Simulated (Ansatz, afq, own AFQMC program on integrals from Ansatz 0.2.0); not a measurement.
Where AFQMC and coupled cluster stand for CH₄⁺, quartet

```xyz
5

C     0.0000    0.0000    0.0000
H     0.3646    0.7500    0.7480
H    -0.3742   -0.7450    0.7482
H    -0.3622    0.7462   -0.7529
H     0.3718   -0.7512   -0.7433
```

Basis cc-pVDZ. Only valence electrons are correlated. AFQMC by an in-house program on the Cholesky factors that Ansatz 0.2.0 writes for its CCSD(T) run. The CISD trial takes its coefficients from CCSD amplitudes. Released means that phaseless walkers are propagated on without the constraint, phases kept. Error bars are statistical, one sigma.

Determinant: UHF, the one that the program's search chose, which needn't be the lowest solution. The geometry is a PBE0/def2-TZVP stationary point of this or a neighbouring charge and spin state.

No full CI on the walks' own integrals is used here; CCSDT(Q) serves as the reference and is uncertain by about the last step of the cluster series.

Cautions: another spin lies lower (by 11.17 eV).

The T1 diagnostic is 0.0179, the weight of the determinant in the CISD state is 0.936 and the ⟨S²⟩ of the determinant is 3.754. The size of the correlated space is 7 electrons in 33 orbitals.

| level | correlation energy (eV) |
| --- | --- |
| MP2 | -2.9758 |
| CCSD | -3.6492 |
| CCSD(T) | -3.7286 |

**Question.** Estimate where AFQMC with the constraint released lies against CCSD(T) on the same integrals.

**Answer.** 0.61 ± 0.32 mEh below CCSD(T). The gap is under twice the noise, so this walk alone can't tell the two apart.

Reference: CCSDT(Q), correlation energy -3.750 eV. The released energy is read at 2.40 1/Eh (meV from the phaseless value at times in 1/Eh: -7 ± 8 at 0.24, -13 ± 6 at 0.51, -22 ± 6 at 0.99, -21 ± 7 at 1.62, -9 ± 9 at 2.40).

| level | E − E(reference) (mEh) | share of correlation (%) |
| --- | --- | --- |
| CCSD(T) | 0.77 | 99.44 |
| CCSDT | 0.11 | 99.92 |
| ph-AFQMC/HF | 5.83 ± 0.93 | 95.77 |
| ph-AFQMC/CISD | 0.50 ± 0.25 | 99.64 |
| released AFQMC | 0.16 ± 0.32 | 99.88 |

A walk keeps the symmetry of its determinant, which the program's search chose and which needn't be the lowest solution, so a lower state of the same spin and another symmetry isn't excluded. Released energies are given only where the last usable release times agree within the noise; a slower fall can still hide under it.
